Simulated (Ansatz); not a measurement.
# AlH+ (doublet): from Hartree-Fock to the top rungs at distance Al1–H2 = 5.588 Å, cc-pVQZ

The task here is to estimate one member of a computed series from the others.

Computed with Ansatz 0.2.0, Gaussian basis. Level: cc-pVQZ, core rule «outside noble gas», up to 5 orbitals frozen.

To be run: UHF; CCSD(T) on ROHF; CCSD(T) on UHF; BCCD(T) on ROHF; CCSDT on ROHF; CCSDT on UHF; CASSCF and MRCISD+Q, 3 electrons in 5 orbitals; CASSCF and NEVPT2, 3 electrons in 5 orbitals; Full CI.

27 further runs of the same task are left out: 4 for a known fault of the program, 17 that didn't finish, 6 set aside as unsound or not needed.

## The geometry

The geometry derives from a PBE0/def2-TZVP stationary point (not a proven minimum). One bond is set to the value named and the two fragments are kept rigid.

2 atoms, charge 1, spin multiplicity 2.

Atoms are counted from 1 here; the program's logs count them from 0.

No contacts short enough for the rule that draws bonds.

Set-up of the first run:

Input file in.yaml:

```yaml
crystal:
  periodic: [false, false, false]
  atoms:
    - {symbol: Al, position_ang: [0.000000, 0.000000, 0.000000]}
    - {symbol: H, position_ang: [0.000000, 0.000000, 5.588000]}
basis:
  gaussian: {orbitals: cc-pVQZ}
total_charge: 1
magnetization: {spin_polarized: true, initial_magnetization: 1}
hamiltonian: {xc: hf}
output: {orbitals: {seedname: orbitals}}
```

Run with:

```bash
$ ansatz run in.yaml --threads 1 --pin off --events-out ev --progress --plain --max-ram 2393MiB
```

Steps of the session up to this table: UHF; CCSD(T) on ROHF; CCSD(T) on UHF; BCCD(T) on ROHF; CCSDT on ROHF; CCSDT on UHF; CASSCF and MRCISD+Q, 3 electrons in 5 orbitals; CASSCF and NEVPT2, 3 electrons in 5 orbitals; Full CI.

One of the session's tables, all rows but one given; the rest of the session is left out.

| method | from FCI (meV) |
| --- | --- |
| ROHF | +1093.2 |
| UHF | +1093.2 |
| RMP2 | +302.2 |
| UMP2 | +302.2 |
| RCCSD | +0.1 |
| UCCSD | +0.1 |
| RCCSD(T) | 0.0 |
| UCCSD(T) | 0.0 |
| BCCD(T) | 0.0 |
| RCCSDT | 0.0 |
| UCCSDT | 0.0 |
| CASSCF valence | +80.3 |
| NEVPT2 valence | +24.5 |
| MRCISD valence | +3.7 |
| MRCISD+Q valence | ? |
| FCI | 0 |

Q: Estimate the row for MRCISD+Q valence from the others.

**Answer.** from FCI (meV): +3.6. In the column «from FCI (meV)» it lies between UCCSD (+0.1) and MRCISD valence (+3.7).

Among the levels timed on like hardware and quicker than the yardstick, those that no quicker one beats, quickest first: NEVPT2 valence (1.1 s, +24.5 meV); RCCSD(T) (1.4 s, 0.0 meV); UCCSD(T) (1.5 s, 0.0 meV).

Limits of these values: The yardstick is full CI for this spin, exact in this basis with these frozen cores. Of the multireference levels listed MRCISD+Q valence comes nearest in total energy (+3.6 meV), which doesn't show that its space is the better one. Levels on UHF freeze UHF's core orbitals, full CI those of ROHF, so the U rows can settle a little off it for that reason alone. Restricted and unrestricted rows rest on different reference determinants; where their highest levels disagree by more than a few hundredths of an eV, they describe different states and don't form one ladder.
